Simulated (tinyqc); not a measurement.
UHF in the sto-3g basis, for LiH, spin multiplicity 3, step by step (part 1 of 2). This run ends on a higher stationary point, not on the lowest solution. Computed by tinyqc, a small Python program that keeps every step (integrals from PySCF). Settings: charge = 0, multiplicity = 3, basis = sto-3g, energy threshold = 1e-09, iteration cap = 75, orthogonalisation = symmetric, start = highest core orbitals, DIIS depth = 6, DIIS from iteration = 2, method = UHF. Command: `OMP_NUM_THREADS=1 python tinyqc.py 27795 27796 out.jsonl` (the two numbers bound the seeds that draw the settings). One thread of a shared host (Intel(R) Xeon(R) Processor @ 2.60GHz), about 0.08 s of CPU time with the checks. Later iterations appear only in the table of the cycle.

## One-electron integrals

Geometry (angstrom):
```
atom,x,y,z
Li,0.000000,0.000000,0.000000
H,0.000000,0.000000,1.559000
```

Basis sto-3g: exponents (1/bohr^2) and contraction coefficients of normalised primitives:
```
element,l (shell),exponent,coefficient
Li,s (1),16.119575,0.154329
Li,s (1),2.936201,0.535328
Li,s (1),0.794651,0.444635
Li,s (2),0.636290,-0.099967
Li,s (2),0.147860,0.399513
Li,s (2),0.048089,0.700115
Li,p (3),0.636290,0.155916
Li,p (3),0.147860,0.607684
Li,p (3),0.048089,0.391957
H,s (1),3.425251,0.154329
H,s (1),0.623914,0.535328
H,s (1),0.168855,0.444635
```

Overlap, kinetic and nuclear-attraction integrals over the contracted functions; the nuclear repulsion is the sum of Za Zb / Rab.

nuclear repulsion = 1.01830124 hartree

overlap S:
```
,1Li 1s,1Li 2s,1Li 2px,1Li 2py,1Li 2pz,2H 1s
1Li 1s,1.000000,0.241137,0.000000,0.000000,0.000000,0.072588
1Li 2s,0.241137,1.000000,0.000000,0.000000,0.000000,0.405521
1Li 2px,0.000000,0.000000,1.000000,0.000000,0.000000,0.000000
1Li 2py,0.000000,0.000000,0.000000,1.000000,0.000000,0.000000
1Li 2pz,0.000000,0.000000,0.000000,0.000000,1.000000,0.520363
2H 1s,0.072588,0.405521,0.000000,0.000000,0.520363,1.000000
```

kinetic energy T (hartree):
```
,1Li 1s,1Li 2s,1Li 2px,1Li 2py,1Li 2pz,2H 1s
1Li 1s,3.576786,-0.020237,0.000000,0.000000,0.000000,-0.016354
1Li 2s,-0.020237,0.102163,0.000000,0.000000,0.000000,0.044933
1Li 2px,0.000000,0.000000,0.319682,0.000000,0.000000,0.000000
1Li 2py,0.000000,0.000000,0.000000,0.319682,0.000000,0.000000
1Li 2pz,0.000000,0.000000,0.000000,0.000000,0.319682,0.135092
2H 1s,-0.016354,0.044933,0.000000,0.000000,0.135092,0.760032
```

nuclear attraction V (hartree):
```
,1Li 1s,1Li 2s,1Li 2px,1Li 2py,1Li 2pz,2H 1s
1Li 1s,-8.322315,-1.046187,0.000000,0.000000,-0.016953,-0.314101
1Li 2s,-1.046187,-1.502559,0.000000,0.000000,-0.124396,-0.763930
1Li 2px,0.000000,0.000000,-1.459347,0.000000,0.000000,0.000000
1Li 2py,0.000000,0.000000,0.000000,-1.459347,0.000000,0.000000
1Li 2pz,-0.016953,-0.124396,0.000000,0.000000,-1.559348,-0.993876
2H 1s,-0.314101,-0.763930,0.000000,0.000000,-0.993876,-2.241725
```

core Hamiltonian H = T + V (hartree):
```
,1Li 1s,1Li 2s,1Li 2px,1Li 2py,1Li 2pz,2H 1s
1Li 1s,-4.745529,-1.066424,0.000000,0.000000,-0.016953,-0.330455
1Li 2s,-1.066424,-1.400396,0.000000,0.000000,-0.124396,-0.718997
1Li 2px,0.000000,0.000000,-1.139665,0.000000,0.000000,0.000000
1Li 2py,0.000000,0.000000,0.000000,-1.139665,0.000000,0.000000
1Li 2pz,-0.016953,-0.124396,0.000000,0.000000,-1.239666,-0.858784
2H 1s,-0.330455,-0.718997,0.000000,0.000000,-0.858784,-1.481693
```

## Two-electron integrals

Functions are numbered as in S; the eight-fold symmetry (ij|kl) = (ji|kl) = (kl|ij) leaves the list below.

Two-electron integrals (ij|kl) in chemists' order, unique and non-zero (hartree):
```
i,j,k,l,(ij|kl)
1,1,1,1,1.680395
2,1,1,1,0.265420
2,1,2,1,0.049941
2,2,1,1,0.397727
2,2,2,1,0.092860
2,2,2,2,0.290562
3,1,3,1,0.008981
3,2,3,1,0.013788
3,2,3,2,0.064184
3,3,1,1,0.396640
3,3,2,1,0.092880
3,3,2,2,0.290497
3,3,3,3,0.312946
4,1,4,1,0.008981
4,2,4,1,0.013788
4,2,4,2,0.064184
4,3,4,3,0.016869
4,4,1,1,0.396640
4,4,2,1,0.092880
4,4,2,2,0.290497
4,4,3,3,0.279207
4,4,4,4,0.312946
5,1,5,1,0.008981
5,2,5,1,0.013788
5,2,5,2,0.064184
5,3,5,3,0.016869
5,4,5,4,0.016869
5,5,1,1,0.396640
5,5,2,1,0.092880
5,5,2,2,0.290497
5,5,3,3,0.279207
5,5,4,4,0.279207
5,5,5,5,0.312946
6,1,1,1,0.077848
6,1,2,1,0.014715
6,1,2,2,0.027806
6,1,3,3,0.027479
6,1,4,4,0.027479
6,1,5,1,0.001737
6,1,5,2,0.003345
6,1,5,5,0.028476
6,1,6,1,0.004739
6,2,1,1,0.157206
6,2,2,1,0.037019
6,2,2,2,0.119489
6,2,3,3,0.113682
6,2,4,4,0.113682
6,2,5,1,0.006055
6,2,5,2,0.034470
6,2,5,5,0.130979
6,2,6,1,0.012970
6,2,6,2,0.077869
6,3,3,1,0.003219
6,3,3,2,0.014293
6,3,5,3,0.005529
6,3,6,3,0.006090
6,4,4,1,0.003219
6,4,4,2,0.014293
6,4,5,4,0.005529
6,4,6,4,0.006090
6,5,1,1,0.187528
6,5,2,1,0.044682
6,5,2,2,0.149947
6,5,3,3,0.139990
6,5,4,4,0.139990
6,5,5,1,0.009440
6,5,5,2,0.052712
6,5,5,5,0.169672
6,5,6,1,0.016391
6,5,6,2,0.107673
6,5,6,5,0.151543
6,6,1,1,0.337920
6,6,2,1,0.081053
6,6,2,2,0.284846
6,6,3,3,0.260308
6,6,4,4,0.260308
6,6,5,1,0.015916
6,6,5,2,0.106952
6,6,5,5,0.333480
6,6,6,1,0.029918
6,6,6,2,0.228503
6,6,6,5,0.329214
6,6,6,6,0.774606
```

## Orthogonalisation

S = U s U^T; symmetric (Loewdin) form X = U s^(-1/2) U^T, so that X^T S X = 1.

eigenvalues of S: 0.335450  0.798448  1.000000  1.000000  1.168509  1.697593

X:
```
,1Li 1s,1Li 2s,1Li 2px,1Li 2py,1Li 2pz,2H 1s
1Li 1s,1.023028,-0.128029,0.000000,0.000000,-0.003615,0.003944
1Li 2s,-0.128029,1.116990,0.000000,0.000000,0.119925,-0.290113
1Li 2px,0.000000,0.000000,1.000000,0.000000,0.000000,0.000000
1Li 2py,0.000000,0.000000,0.000000,1.000000,0.000000,0.000000
1Li 2pz,-0.003615,0.119925,0.000000,0.000000,1.152662,-0.370123
2H 1s,0.003944,-0.290113,0.000000,0.000000,-0.370123,1.245616
```

## Starting guess

The start is the highest orbitals of the core Hamiltonian (a deliberately bad start); D(s) = C_occ C_occ^T for each spin.

D(alpha) at the start:
```
,1Li 1s,1Li 2s,1Li 2px,1Li 2py,1Li 2pz,2H 1s
1Li 1s,0.040230,-0.220627,0.000000,0.000000,0.004700,0.119692
1Li 2s,-0.220627,1.285996,0.000000,0.000000,0.299879,-0.922414
1Li 2px,0.000000,0.000000,0.210551,0.407700,0.000000,0.000000
1Li 2py,0.000000,0.000000,0.407700,0.789449,0.000000,0.000000
1Li 2pz,0.004700,0.299879,0.000000,0.000000,1.395360,-1.125309
2H 1s,0.119692,-0.922414,0.000000,0.000000,-1.125309,1.286694
```

D(beta) at the start:
```
,1Li 1s,1Li 2s,1Li 2px,1Li 2py,1Li 2pz,2H 1s
1Li 1s,0.005054,-0.046045,0.000000,0.000000,-0.077917,0.079162
1Li 2s,-0.046045,0.419528,0.000000,0.000000,0.709920,-0.721258
1Li 2px,0.000000,0.000000,0.000000,0.000000,0.000000,0.000000
1Li 2py,0.000000,0.000000,0.000000,0.000000,0.000000,0.000000
1Li 2pz,-0.077917,0.709920,0.000000,0.000000,1.201316,-1.220502
2H 1s,0.079162,-0.721258,0.000000,0.000000,-1.220502,1.239995
```

## Iteration 1: building the Fock matrix

J_ij = sum D_kl (ij|kl) with D = D(alpha) + D(beta), K_ij = sum D_kl (ik|jl) for each spin; F = H + J - K(s); E = tr D H + tr D J / 2 - 0.5 sum_s tr D(s) K(s) + E_nn.

Coulomb J (hartree):
```
,1Li 1s,1Li 2s,1Li 2px,1Li 2py,1Li 2pz,2H 1s
1Li 1s,1.527628,0.357139,0.000000,0.000000,0.003243,0.108964
1Li 2s,0.357139,1.143348,0.000000,0.000000,0.038553,0.535058
1Li 2px,0.000000,0.000000,1.113350,0.013755,0.000000,0.000000
1Li 2py,0.000000,0.000000,0.013755,1.132881,0.000000,0.000000
1Li 2pz,0.003243,0.038553,0.000000,0.000000,1.183015,0.699448
2H 1s,0.108964,0.535058,0.000000,0.000000,0.699448,1.471177
```

exchange K(alpha) (hartree):
```
,1Li 1s,1Li 2s,1Li 2px,1Li 2py,1Li 2pz,2H 1s
1Li 1s,0.029897,0.031248,0.000000,0.000000,-0.009330,0.001729
1Li 2s,0.031248,0.299480,0.000000,0.000000,-0.125339,0.012502
1Li 2px,0.000000,0.000000,0.149359,0.120710,0.000000,0.000000
1Li 2py,0.000000,0.000000,0.120710,0.320757,0.000000,0.000000
1Li 2pz,-0.009330,-0.125339,0.000000,0.000000,0.248496,0.023560
2H 1s,0.001729,0.012502,0.000000,0.000000,0.023560,0.218246
```

exchange K(beta) (hartree):
```
,1Li 1s,1Li 2s,1Li 2px,1Li 2py,1Li 2pz,2H 1s
1Li 1s,0.008524,0.007713,0.000000,0.000000,-0.001488,-0.002401
1Li 2s,0.007713,0.036617,0.000000,0.000000,0.023807,0.004945
1Li 2px,0.000000,0.000000,0.019915,0.000000,0.000000,0.000000
1Li 2py,0.000000,0.000000,0.000000,0.019915,0.000000,0.000000
1Li 2pz,-0.001488,0.023807,0.000000,0.000000,0.100847,0.009328
2H 1s,-0.002401,0.004945,0.000000,0.000000,0.009328,0.195886
```

F(alpha) (hartree):
```
,1Li 1s,1Li 2s,1Li 2px,1Li 2py,1Li 2pz,2H 1s
1Li 1s,-3.247798,-0.740533,0.000000,0.000000,-0.004380,-0.223220
1Li 2s,-0.740533,-0.556528,0.000000,0.000000,0.039497,-0.196441
1Li 2px,0.000000,0.000000,-0.175674,-0.106955,0.000000,0.000000
1Li 2py,0.000000,0.000000,-0.106955,-0.327541,0.000000,0.000000
1Li 2pz,-0.004380,0.039497,0.000000,0.000000,-0.305147,-0.182897
2H 1s,-0.223220,-0.196441,0.000000,0.000000,-0.182897,-0.228763
```

F(beta) (hartree):
```
,1Li 1s,1Li 2s,1Li 2px,1Li 2py,1Li 2pz,2H 1s
1Li 1s,-3.226425,-0.716998,0.000000,0.000000,-0.012222,-0.219089
1Li 2s,-0.716998,-0.293665,0.000000,0.000000,-0.109650,-0.188884
1Li 2px,0.000000,0.000000,-0.046229,0.013755,0.000000,0.000000
1Li 2py,0.000000,0.000000,0.013755,-0.026698,0.000000,0.000000
1Li 2pz,-0.012222,-0.109650,0.000000,0.000000,-0.157499,-0.168664
2H 1s,-0.219089,-0.188884,0.000000,0.000000,-0.168664,-0.206402
```

total energy of this density = -1.49452410 hartree

## Iteration 1: diagonalisation and new density

Diagonalise F' = X^T F X, C = X C', fill 3 alpha and 1 beta electrons from the bottom; D(s) = C_occ C_occ^T. Each column has its largest component positive (the first on a tie).

F' = X^T F X (alpha) (hartree):
```
,1,2,3,4,5,6
1,-3.215771,-0.296366,0.000000,0.000000,-0.005997,-0.063385
2,-0.296366,-0.425262,0.000000,0.000000,0.070146,-0.071439
3,0.000000,0.000000,-0.175674,-0.106955,0.000000,0.000000
4,0.000000,0.000000,-0.106955,-0.327541,0.000000,0.000000
5,-0.005997,0.070146,0.000000,0.000000,-0.260316,-0.097814
6,-0.063385,-0.071439,0.000000,0.000000,-0.097814,-0.125018
```

orbital energies (alpha) (hartree): MO1 -3.248491, MO2 -0.426148, MO3 -0.382776, MO4 -0.302798, MO5 -0.120438, MO6 -0.048929

coefficients C (alpha):
```
,MO1,MO2,MO3,MO4,MO5,MO6
1Li 1s,1.003771,-0.219614,0.000000,-0.071643,0.000000,0.045675
1Li 2s,-0.016601,0.983905,0.000000,0.223627,0.000000,-0.586730
1Li 2px,0.000000,0.000000,0.458859,0.000000,0.888509,0.000000
1Li 2py,0.000000,0.000000,0.888509,0.000000,-0.458859,0.000000
1Li 2pz,0.000943,-0.318354,0.000000,0.766531,0.000000,-0.889436
2H 1s,0.001509,-0.033492,0.000000,0.289992,0.000000,1.299043
```

F' = X^T F X (beta) (hartree):
```
,1,2,3,4,5,6
1,-3.195310,-0.308534,0.000000,0.000000,0.003847,-0.060514
2,-0.308534,-0.144970,0.000000,0.000000,-0.073868,-0.089673
3,0.000000,0.000000,-0.046229,0.013755,0.000000,0.000000
4,0.000000,0.000000,0.013755,-0.026698,0.000000,0.000000
5,0.003847,-0.073868,0.000000,0.000000,-0.111295,-0.099474
6,-0.060514,-0.089673,0.000000,0.000000,-0.099474,-0.098580
```

orbital energies (beta) (hartree): MO1 -3.227745, MO2 -0.278552, MO3 -0.053333, MO4 -0.041502, MO5 -0.019595, MO6 -0.002356

coefficients C (beta):
```
,MO1,MO2,MO3,MO4,MO5,MO6
1Li 1s,1.004867,-0.142516,0.000000,-0.178053,0.000000,0.035139
1Li 2s,-0.021590,0.531698,0.000000,0.896636,0.000000,-0.524863
1Li 2px,0.000000,0.000000,0.888509,0.000000,0.458859,0.000000
1Li 2py,0.000000,0.000000,-0.458859,0.000000,0.888509,0.000000
1Li 2pz,0.002360,0.534288,0.000000,-0.470419,0.000000,-0.986536
2H 1s,0.001767,0.342322,0.000000,-0.282677,0.000000,1.255244
```

D(alpha) after iteration 1:
```
,1Li 1s,1Li 2s,1Li 2px,1Li 2py,1Li 2pz,2H 1s
1Li 1s,1.055787,-0.232742,0.000000,0.000000,0.070862,0.008870
1Li 2s,-0.232742,0.968345,0.000000,0.000000,-0.313246,-0.032978
1Li 2px,0.000000,0.000000,0.210551,0.407700,0.000000,0.000000
1Li 2py,0.000000,0.000000,0.407700,0.789449,0.000000,0.000000
1Li 2pz,0.070862,-0.313246,0.000000,0.000000,0.101350,0.010664
2H 1s,0.008870,-0.032978,0.000000,0.000000,0.010664,0.001124
```

D(beta) after iteration 1:
```
,1Li 1s,1Li 2s,1Li 2px,1Li 2py,1Li 2pz,2H 1s
1Li 1s,1.009757,-0.021695,0.000000,0.000000,0.002371,0.001775
1Li 2s,-0.021695,0.000466,0.000000,0.000000,-0.000051,-0.000038
1Li 2px,0.000000,0.000000,0.000000,0.000000,0.000000,0.000000
1Li 2py,0.000000,0.000000,0.000000,0.000000,0.000000,0.000000
1Li 2pz,0.002371,-0.000051,0.000000,0.000000,0.000006,0.000004
2H 1s,0.001775,-0.000038,0.000000,0.000000,0.000004,0.000003
```

## Iteration 2: building the Fock matrix

As before.

Coulomb J (hartree):
```
,1Li 1s,1Li 2s,1Li 2px,1Li 2py,1Li 2pz,2H 1s
1Li 1s,4.153686,0.713995,0.000000,0.000000,-0.007468,0.208400
1Li 2s,0.713995,1.371931,0.000000,0.000000,-0.039158,0.525576
1Li 2px,0.000000,0.000000,1.364418,0.013755,0.000000,0.000000
1Li 2py,0.000000,0.000000,0.013755,1.383949,0.000000,0.000000
1Li 2pz,-0.007468,-0.039158,0.000000,0.000000,1.360328,0.632264
2H 1s,0.208400,0.525576,0.000000,0.000000,0.632264,1.155575
```

exchange K(alpha) (hartree):
```
,1Li 1s,1Li 2s,1Li 2px,1Li 2py,1Li 2pz,2H 1s
1Li 1s,1.709295,0.280644,0.000000,0.000000,-0.004153,0.080036
1Li 2s,0.280644,0.355155,0.000000,0.000000,-0.107096,0.072845
1Li 2px,0.000000,0.000000,0.145374,0.120710,0.000000,0.000000
1Li 2py,0.000000,0.000000,0.120710,0.316772,0.000000,0.000000
1Li 2pz,-0.004153,-0.107096,0.000000,0.000000,0.114283,-0.000353
2H 1s,0.080036,0.072845,0.000000,0.000000,-0.000353,0.024036
```

exchange K(beta) (hartree):
```
,1Li 1s,1Li 2s,1Li 2px,1Li 2py,1Li 2pz,2H 1s
1Li 1s,1.685573,0.258644,0.000000,0.000000,0.001291,0.075946
1Li 2s,0.258644,0.046658,0.000000,0.000000,0.000319,0.013768
1Li 2px,0.000000,0.000000,0.008511,0.000000,0.000000,0.000000
1Li 2py,0.000000,0.000000,0.000000,0.008511,0.000000,0.000000
1Li 2pz,0.001291,0.000319,0.000000,0.000000,0.008534,0.001700
2H 1s,0.075946,0.013768,0.000000,0.000000,0.001700,0.004420
```

F(alpha) (hartree):
```
,1Li 1s,1Li 2s,1Li 2px,1Li 2py,1Li 2pz,2H 1s
1Li 1s,-2.301137,-0.633073,0.000000,0.000000,-0.020268,-0.202091
1Li 2s,-0.633073,-0.383620,0.000000,0.000000,-0.056458,-0.266266
1Li 2px,0.000000,0.000000,0.079378,-0.106955,0.000000,0.000000
1Li 2py,0.000000,0.000000,-0.106955,-0.072488,0.000000,0.000000
1Li 2pz,-0.020268,-0.056458,0.000000,0.000000,0.006379,-0.226167
2H 1s,-0.202091,-0.266266,0.000000,0.000000,-0.226167,-0.350155
```

F(beta) (hartree):
```
,1Li 1s,1Li 2s,1Li 2px,1Li 2py,1Li 2pz,2H 1s
1Li 1s,-2.277415,-0.611073,0.000000,0.000000,-0.025711,-0.198001
1Li 2s,-0.611073,-0.075123,0.000000,0.000000,-0.163872,-0.207188
1Li 2px,0.000000,0.000000,0.216241,0.013755,0.000000,0.000000
1Li 2py,0.000000,0.000000,0.013755,0.235772,0.000000,0.000000
1Li 2pz,-0.025711,-0.163872,0.000000,0.000000,0.112128,-0.228220
2H 1s,-0.198001,-0.207188,0.000000,0.000000,-0.228220,-0.330539
```

total energy of this density = -7.30750533 hartree

## Iteration 2: diagonalisation and new density

As before.

F' = X^T F X (alpha) (hartree):
```
,1,2,3,4,5,6
1,-2.250051,-0.329868,0.000000,0.000000,-0.016172,-0.045503
2,-0.329868,-0.205870,0.000000,0.000000,0.047830,-0.168727
3,0.000000,0.000000,0.079378,-0.106955,0.000000,0.000000
4,0.000000,0.000000,-0.106955,-0.072488,0.000000,0.000000
5,-0.016172,0.047830,0.000000,0.000000,0.156144,-0.230475
6,-0.045503,-0.168727,0.000000,0.000000,-0.230475,-0.186357
```

orbital energies (alpha) (hartree): MO1 -2.304477, MO2 -0.372757, MO3 -0.127724, MO4 -0.112348, MO5 0.134614, MO6 0.303447

coefficients C (alpha):
```
,MO1,MO2,MO3,MO4,MO5,MO6
1Li 1s,0.989497,-0.175960,0.000000,-0.219645,0.000000,-0.068518
1Li 2s,0.040639,0.382048,0.000000,0.965975,0.000000,0.530930
1Li 2px,0.000000,0.000000,0.458859,0.000000,0.888509,0.000000
1Li 2py,0.000000,0.000000,0.888509,0.000000,-0.458859,0.000000
1Li 2pz,0.010249,0.110344,0.000000,-0.296312,0.000000,1.174706
2H 1s,-0.001372,0.740187,0.000000,-0.508424,0.000000,-0.983036
```

F' = X^T F X (beta) (hartree):
```
,1,2,3,4,5,6
1,-2.226015,-0.349012,0.000000,0.000000,-0.008010,-0.047658
2,-0.349012,0.109848,0.000000,0.000000,-0.059077,-0.145708
3,0.000000,0.000000,0.216241,0.013755,0.000000,0.000000
4,0.000000,0.000000,0.013755,0.235772,0.000000,0.000000
5,-0.008010,-0.059077,0.000000,0.000000,0.270617,-0.242763
6,-0.047658,-0.145708,0.000000,0.000000,-0.242763,-0.179336
```

orbital energies (beta) (hartree): MO1 -2.279511, MO2 -0.328129, MO3 0.206042, MO4 0.209138, MO5 0.242876, MO6 0.376712

coefficients C (beta):
```
,MO1,MO2,MO3,MO4,MO5,MO6
1Li 1s,0.992639,-0.111521,-0.255382,0.000000,0.000000,-0.003999
1Li 2s,0.028672,0.117215,1.135486,0.000000,0.000000,0.242314
1Li 2px,0.000000,0.000000,0.000000,0.888509,0.458859,0.000000
1Li 2py,0.000000,0.000000,0.000000,-0.458859,0.888509,0.000000
1Li 2pz,0.012731,0.150414,0.061562,0.000000,0.000000,1.205587
2H 1s,-0.000237,0.867867,-0.552385,0.000000,0.000000,-0.845227
```

D(alpha) after iteration 2:
```
,1Li 1s,1Li 2s,1Li 2px,1Li 2py,1Li 2pz,2H 1s
1Li 1s,1.010067,-0.027013,0.000000,0.000000,-0.009275,-0.131600
1Li 2s,-0.027013,0.147612,0.000000,0.000000,0.042573,0.282731
1Li 2px,0.000000,0.000000,0.210551,0.407700,0.000000,0.000000
1Li 2py,0.000000,0.000000,0.407700,0.789449,0.000000,0.000000
1Li 2pz,-0.009275,0.042573,0.000000,0.000000,0.012281,0.081661
2H 1s,-0.131600,0.282731,0.000000,0.000000,0.081661,0.547878
```

D(beta) after iteration 2:
```
,1Li 1s,1Li 2s,1Li 2px,1Li 2py,1Li 2pz,2H 1s
1Li 1s,0.985333,0.028461,0.000000,0.000000,0.012637,-0.000235
1Li 2s,0.028461,0.000822,0.000000,0.000000,0.000365,-0.000007
1Li 2px,0.000000,0.000000,0.000000,0.000000,0.000000,0.000000
1Li 2py,0.000000,0.000000,0.000000,0.000000,0.000000,0.000000
1Li 2pz,0.012637,0.000365,0.000000,0.000000,0.000162,-0.000003
2H 1s,-0.000235,-0.000007,0.000000,0.000000,-0.000003,0.000000
```

## Iteration 3: building the Fock matrix

As before.

Coulomb J (hartree):
```
,1Li 1s,1Li 2s,1Li 2px,1Li 2py,1Li 2pz,2H 1s
1Li 1s,4.098572,0.706341,0.000000,0.000000,0.014472,0.212792
1Li 2s,0.706341,1.371917,0.000000,0.000000,0.091419,0.633233
1Li 2px,0.000000,0.000000,1.347144,0.013755,0.000000,0.000000
1Li 2py,0.000000,0.000000,0.013755,1.366675,0.000000,0.000000
1Li 2pz,0.014472,0.091419,0.000000,0.000000,1.394915,0.804952
2H 1s,0.212792,0.633233,0.000000,0.000000,0.804952,1.590025
```

exchange K(alpha) (hartree):
```
,1Li 1s,1Li 2s,1Li 2px,1Li 2py,1Li 2pz,2H 1s
1Li 1s,1.690147,0.287241,0.000000,0.000000,0.001527,0.083711
1Li 2s,0.287241,0.259406,0.000000,0.000000,0.133566,0.285993
1Li 2px,0.000000,0.000000,0.108691,0.120710,0.000000,0.000000
1Li 2py,0.000000,0.000000,0.120710,0.280089,0.000000,0.000000
1Li 2pz,0.001527,0.133566,0.000000,0.000000,0.176574,0.298077
2H 1s,0.083711,0.285993,0.000000,0.000000,0.298077,0.631888
```

exchange K(beta) (hartree):
```
,1Li 1s,1Li 2s,1Li 2px,1Li 2py,1Li 2pz,2H 1s
1Li 1s,1.670862,0.274306,0.000000,0.000000,0.005120,0.083960
1Li 2s,0.274306,0.054725,0.000000,0.000000,0.001464,0.017100
1Li 2px,0.000000,0.000000,0.009688,0.000000,0.000000,0.000000
1Li 2py,0.000000,0.000000,0.000000,0.009688,0.000000,0.000000
1Li 2pz,0.005120,0.001464,0.000000,0.000000,0.009732,0.002571
2H 1s,0.083960,0.017100,0.000000,0.000000,0.002571,0.005970
```

F(alpha) (hartree):
```
,1Li 1s,1Li 2s,1Li 2px,1Li 2py,1Li 2pz,2H 1s
1Li 1s,-2.337104,-0.647324,0.000000,0.000000,-0.004008,-0.201373
1Li 2s,-0.647324,-0.287885,0.000000,0.000000,-0.166543,-0.371756
1Li 2px,0.000000,0.000000,0.098788,-0.106955,0.000000,0.000000
1Li 2py,0.000000,0.000000,-0.106955,-0.053079,0.000000,0.000000
1Li 2pz,-0.004008,-0.166543,0.000000,0.000000,-0.021326,-0.351908
2H 1s,-0.201373,-0.371756,0.000000,0.000000,-0.351908,-0.523556
```

F(beta) (hartree):
```
,1Li 1s,1Li 2s,1Li 2px,1Li 2py,1Li 2pz,2H 1s
1Li 1s,-2.317819,-0.634389,0.000000,0.000000,-0.007601,-0.201622
1Li 2s,-0.634389,-0.083203,0.000000,0.000000,-0.034440,-0.102864
1Li 2px,0.000000,0.000000,0.197791,0.013755,0.000000,0.000000
1Li 2py,0.000000,0.000000,0.013755,0.217322,0.000000,0.000000
1Li 2pz,-0.007601,-0.034440,0.000000,0.000000,0.145517,-0.056402
2H 1s,-0.201622,-0.102864,0.000000,0.000000,-0.056402,0.102362
```

total energy of this density = -7.69670080 hartree
